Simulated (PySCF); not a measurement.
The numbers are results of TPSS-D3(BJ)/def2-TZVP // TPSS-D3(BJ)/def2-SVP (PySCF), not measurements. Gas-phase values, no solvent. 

Reference species (SMILES): `[OH]` (neutral, multiplicity 2).

```yaml
dipole_moment: 1.73 D
highest_occupied_spin_orbital: -7.32 eV
```

Changed species: `[NH2]` (free radical NH2; the reference has free radical OH).

Problem. What does the change do to the dipole moment and highest occupied spin orbital?

Solution. the dipole moment increases by 0.18 D, to 1.91 D; the highest occupied spin orbital is nearly the same.
